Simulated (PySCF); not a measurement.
# CF3: the cost of one run

Method: relaxation, HF, 6-31g*, and further levels as typed in the inputs, in PySCF 2.14.0.

## 1. The system as given

Bond lengths: C1–F2 1.308 Å, C1–F3 1.308 Å, C1–F4 1.308 Å. Angles: F2–C1–F3 113.1°, F2–C1–F4 113.1°, F3–C1–F4 113.1°.

Structure file:

```xyz
4

C     0.0000    0.0000    0.3500
F     1.2600    0.0000    0.0000
F    -0.6300    1.0912    0.0000
F    -0.6300   -1.0912    0.0000
```

## 2. Relaxation: CF3

run.py

```python
from pyscf import gto, scf
from pyscf.geomopt.geometric_solver import optimize
mol = gto.M(atom="mol.xyz", basis="6-31g*", spin=1, verbose=4)
mf = scf.UHF(mol).run(conv_tol=1e-9)
m = optimize(mf, maxsteps=60)
print("optimised structure (A):")
for k in range(m.natm): print(m.atom_symbol(k), *(f"{x:.8f}" for x in m.atom_coords(unit="A")[k]))
```

Started as:

```console
> python run.py
```

**Question.** How long does this run take on 4 threads of AMD EPYC 9R45 (Zen 5), shared host?

About 5.5 s.
